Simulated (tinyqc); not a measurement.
Inside a calculation. Method: CCD on RHF in the sto-3g basis, for H2O, spin multiplicity 1. One step of it, computed by the program tinyqc.

Problem. CCD: starting amplitudes. t_ij^ab = <ij||ab> / (e_i + e_j - e_a - e_b), whose energy is MP2.

orbital energies (hartree): MO1 -20.249070, MO2 -1.263528, MO3 -0.601780, MO4 -0.459967, MO5 -0.392904, MO6 0.593911, MO7 0.709830

Two-electron integrals over orbitals (pq|rs), unique and non-zero (hartree):
```
p,q,r,s,(pq|rs)
1,1,1,1,4.744879
2,1,1,1,-0.417432
2,1,2,1,0.058368
2,2,1,1,1.005371
2,2,2,1,-0.013104
2,2,2,2,0.728015
3,1,3,1,0.011088
3,2,3,1,0.017752
3,2,3,2,0.142405
3,3,1,1,0.798074
3,3,2,1,-0.004449
3,3,2,2,0.643225
3,3,3,3,0.629466
4,1,1,1,0.186012
4,1,2,1,-0.022988
4,1,2,2,0.015904
4,1,3,3,0.006509
4,1,4,1,0.027446
4,2,1,1,-0.134622
4,2,2,1,0.009259
4,2,2,2,0.000840
4,2,3,3,0.006271
4,2,4,1,0.018227
4,2,4,2,0.124540
4,3,3,1,-0.003540
4,3,3,2,0.020407
4,3,4,3,0.048787
4,4,1,1,0.986917
4,4,2,1,-0.013285
4,4,2,2,0.671316
4,4,3,3,0.594476
4,4,4,1,-0.010793
4,4,4,2,-0.103164
4,4,4,4,0.767770
5,1,5,1,0.026031
5,2,5,1,0.032500
5,2,5,2,0.144808
5,3,5,3,0.028628
5,4,5,1,-0.013597
5,4,5,2,-0.047735
5,4,5,4,0.055453
5,5,1,1,1.115340
5,5,2,1,-0.011724
5,5,2,2,0.747661
5,5,3,3,0.626941
5,5,4,1,0.005200
5,5,4,2,-0.072171
5,5,4,4,0.721976
5,5,5,5,0.880159
6,1,1,1,-0.230074
6,1,2,1,0.034777
6,1,2,2,-0.000383
6,1,3,3,0.000460
6,1,4,1,-0.000121
6,1,4,2,0.020681
6,1,4,4,-0.019125
6,1,5,5,-0.006020
6,1,6,1,0.030779
6,2,1,1,0.303179
6,2,2,1,-0.006383
6,2,2,2,0.142643
6,2,3,3,0.076589
6,2,4,1,0.018777
6,2,4,2,0.021450
6,2,4,4,0.082474
6,2,5,5,0.156486
6,2,6,1,0.007855
6,2,6,2,0.101732
6,3,3,1,0.003267
6,3,3,2,-0.037034
6,3,4,3,-0.029237
6,3,6,3,0.068926
6,4,1,1,0.229338
6,4,2,1,-0.002574
6,4,2,2,0.098946
6,4,3,3,0.044851
6,4,4,1,0.001500
6,4,4,2,-0.038285
6,4,4,4,0.125509
6,4,5,5,0.122480
6,4,6,1,-0.001106
6,4,6,2,0.060176
6,4,6,4,0.074703
6,5,5,1,0.015208
6,5,5,2,0.057497
6,5,5,4,-0.000706
6,5,6,5,0.037967
6,6,1,1,0.808158
6,6,2,1,-0.007079
6,6,2,2,0.615775
6,6,3,3,0.570913
6,6,4,1,0.020820
6,6,4,2,0.056247
6,6,4,4,0.551395
6,6,5,5,0.591136
6,6,6,1,0.008901
6,6,6,2,0.098871
6,6,6,4,0.045981
6,6,6,6,0.599339
7,1,3,1,0.015128
7,1,3,2,0.022686
7,1,4,3,-0.004985
7,1,6,3,0.003917
7,1,7,1,0.020694
7,2,3,1,0.013946
7,2,3,2,0.041296
7,2,4,3,-0.034963
7,2,6,3,0.035058
7,2,7,1,0.018057
7,2,7,2,0.062366
7,3,1,1,0.361839
7,3,2,1,-0.007437
7,3,2,2,0.139003
7,3,3,3,0.089761
7,3,4,1,-0.000766
7,3,4,2,-0.079012
7,3,4,4,0.155337
7,3,5,5,0.190531
7,3,6,1,-0.006936
7,3,6,2,0.075327
7,3,6,4,0.083602
7,3,6,6,0.038964
7,3,7,3,0.154534
7,4,3,1,-0.009677
7,4,3,2,-0.078020
7,4,4,3,-0.000197
7,4,6,3,0.045239
7,4,7,1,-0.013013
7,4,7,2,-0.016238
7,4,7,4,0.070665
7,5,5,3,0.023652
7,5,7,5,0.024150
7,6,3,1,0.008852
7,6,3,2,0.095575
7,6,4,3,0.049632
7,6,6,3,-0.061987
7,6,7,1,0.011508
7,6,7,2,-0.010491
7,6,7,4,-0.058788
7,6,7,6,0.113189
7,7,1,1,0.858666
7,7,2,1,-0.009101
7,7,2,2,0.621112
7,7,3,3,0.607326
7,7,4,1,0.004268
7,7,4,2,-0.013076
7,7,4,4,0.601998
7,7,5,5,0.620514
7,7,6,1,-0.004642
7,7,6,2,0.067440
7,7,6,4,0.042033
7,7,6,6,0.566129
7,7,7,3,0.089703
7,7,7,7,0.614964
```

Give: Starting amplitudes; correlation energy.

Solution.

Starting amplitudes (spin orbitals 1a, 1b, ...; amplitudes related by a flip of all spins are not repeated; the 24 largest):
```
from,to,t
3a 3b,7a 7b,-0.059
4a 4b,6a 6b,-0.035
3a 4b,6b 7a,0.035
4a 4b,7a 7b,-0.030
3a 3b,6a 6b,-0.029
2a 2b,6a 6b,-0.027
2a 3b,6a 7b,-0.024
2a 4b,6a 6b,-0.021
5a 5b,6a 6b,-0.019
3a 4b,6a 7b,-0.019
3a 4a,6a 7a,0.016
2a 2b,7a 7b,-0.016
2a 3a,6a 7a,-0.013
2a 3b,6b 7a,0.011
5a 5b,7a 7b,-0.011
2a 4b,7a 7b,0.005
1a 2b,7a 7b,-7.87e-04
1a 1b,6a 6b,-7.38e-04
1a 4b,7a 7b,5.88e-04
1a 1b,7a 7b,-4.94e-04
1a 3a,6a 7a,4.90e-04
1a 2b,6a 6b,-3.46e-04
1a 3b,6a 7b,3.13e-04
1a 3b,6b 7a,1.77e-04
```

correlation energy = -0.03766 hartree
